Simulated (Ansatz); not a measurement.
Species, as SMILES: F[CH2] (CH2-F), doublet.
Atoms: C1, F2, H3, H4. Bonds: C1-F2, C1-H3, C1-H4.

Basis-set convergence of the harmonic zero-point energy at PBE with Ansatz (a program for electronic structure). Each level at its own minimum, finite differences of forces, unscaled; the reference is a large set that could be run, not a limit. Cartesian d functions, on some or all atoms, in 6-31G*, 6-31+G*; all else is spherical. Open shells are unrestricted. No added dispersion term, no relativity. Reference: the value in aug-pcseg-2, 14.90 kcal/mol. Deviations are taken from unrounded values.

| basis | functions | harmonic zero-point energy (kcal/mol) |
|---|---|---|
| 6-31G* | 34 | 15.21 |
| 6-31+G* | 42 | 15.09 |
| cc-pVDZ | 38 | 14.95 |
| aug-cc-pVDZ | 64 | 14.84 |
| def2-SVP | 38 | 15.01 |
| def2-SVPD | 59 | 14.88 |
| pcseg-1 | 38 | 15.06 |
| aug-pcseg-1 | 64 | 14.96 |
| 6-311G** | 48 | 14.96 |
| 6-311+G** | 56 | 14.88 |
| def2-TZVP | 74 | 14.94 |
| def2-TZVPD | 95 | 14.91 |
| cc-pVTZ | 88 | 14.93 |
| aug-cc-pVTZ | 138 | 14.89 |
| pcseg-2 | 88 | 14.91 |
| aug-pcseg-2 | 138 | 14.90 |
| def2-TZVPP | 90 | 14.93 |
| def2-TZVPPD | 111 | 14.91 |

What the diffuse functions change, pair by pair:
- 6-31G* to 6-31+G*: 8 more functions, deviation 0.31 to 0.19 kcal/mol
- cc-pVDZ to aug-cc-pVDZ: 26 more functions, deviation 0.05 to -0.05 kcal/mol
- def2-SVP to def2-SVPD: 21 more functions, deviation 0.11 to -0.01 kcal/mol
- pcseg-1 to aug-pcseg-1: 26 more functions, deviation 0.17 to 0.07 kcal/mol
- 6-311G** to 6-311+G**: 8 more functions, deviation 0.06 to -0.01 kcal/mol
- def2-TZVP to def2-TZVPD: 21 more functions, deviation 0.04 to 0.02 kcal/mol
- cc-pVTZ to aug-cc-pVTZ: 50 more functions, deviation 0.04 to -0.01 kcal/mol
- pcseg-2 to aug-pcseg-2: 50 more functions, deviation 0.01 to 0.00 kcal/mol
- def2-TZVPP to def2-TZVPPD: 21 more functions, deviation 0.03 to 0.01 kcal/mol

Leaving out the reference's own pair, they bring the value nearer the reference by more than 0.01 kcal/mol in 7 of 8 pairs.
